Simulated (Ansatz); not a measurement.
```yaml
crystal:
  periodic: [false, false, false]
  atoms:
    - {symbol: F, position_ang: [-1.743907, 0.315967, -0.650387]}
    - {symbol: C, position_ang: [-0.605982, -0.466850, -0.434289]}
    - {symbol: Al, position_ang: [0.816065, 0.518738, 0.529751]}
    - {symbol: H, position_ang: [-0.257224, -0.826606, -1.412127]}
    - {symbol: H, position_ang: [-0.918230, -1.365959, 0.114688]}
    - {symbol: H, position_ang: [0.606993, 2.023542, 0.974641]}
    - {symbol: H, position_ang: [2.163485, -0.266934, 0.832024]}
basis:
  gaussian: {orbitals: aug-cc-pVDZ}
hamiltonian: {xc: {name: r2SCANh}, dispersion: d3bjatm}
```

```sh
$ ansatz run in.yaml --threads 2 --pin off --events-out ev --progress --plain --max-ram 4352MiB
```

Shortened log:

```
Functional definition: r2SCANh
1004 factors; their error is unknown
mean field evaluation 1: about -10408.5489 eV, gradient 4.0e1 eV
mean field evaluation 2: about -10407.0574 eV, gradient 4.6e1 eV
mean field evaluation 4: about -10412.4656 eV, gradient 8.5e-1 eV
mean field evaluation 8: about -10412.4689 eV, gradient 3.4e-2 eV
mean field -10412.46892596 eV, -382.6511752042 hartree, gradient 2.8e-5 eV, S^2 0.000000; 0 other end points of the search recorded, 0 dependent functions left out
reference -10412.46894534 eV, -382.6511759164 hartree; 16, 16 occupied and 93, 93 virtual orbitals, 1004 factors
Total energy: -10412.49312265 eV, -382.6520644161 hartree
```

Hardware: 2 threads of an Arm Neoverse V1 on a shared host. Wall time 2.7 s, peak host memory 0.32 GiB.
